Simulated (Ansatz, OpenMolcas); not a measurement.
# Li2 (lithium dimer): the HOMO–LUMO gap, rung by rung

Li2: 2 atoms, total charge 0, spin state singlet. As SMILES, `[Li][Li]`. Geometry: the measured bond length.

```csv
atom,x (Å),y (Å),z (Å)
Li,0.0000,0.0000,0.0000
Li,0.0000,0.0000,2.6729
```

Quantity: the HOMO–LUMO gap, in eV. The values are calculated.

| level | kind | program | value (eV) | CPU time |
| --- | --- | --- | --- | --- |
| HF/aug-cc-pVTZ | Hartree–Fock | OpenMolcas | 5.03 | 4.1 s |
| revPBE/aug-cc-pVTZ | GGA | OpenMolcas | 1.44 | 11 s |
| M06-L/aug-cc-pVTZ | meta-GGA | OpenMolcas | 1.72 | 15 s |
| PBE0/aug-cc-pVTZ | global hybrid | Ansatz | 2.47 | 3.4 s |
| r2SCAN0/aug-cc-pVTZ | hybrid meta-GGA | Ansatz | 2.60 | 7 s |
| CAM-B3LYP/aug-cc-pVTZ | range-separated hybrid | Ansatz | 3.95 | 4.3 s |
| wB97X/aug-cc-pVTZ | range-separated hybrid | Ansatz | 5.28 | 14 s |
| PBE-QIDH/aug-cc-pVTZ | double hybrid | Ansatz | 4.16 | 5 s |

The values span 1.44 to 5.28 eV. Orbital gaps aren't excitation energies, and those of double hybrids come from the SCF part alone; they tend to grow with the share of exact exchange. Times are those of the runs behind each value, whatever else they computed, on shared processors of several kinds: orders of magnitude only.
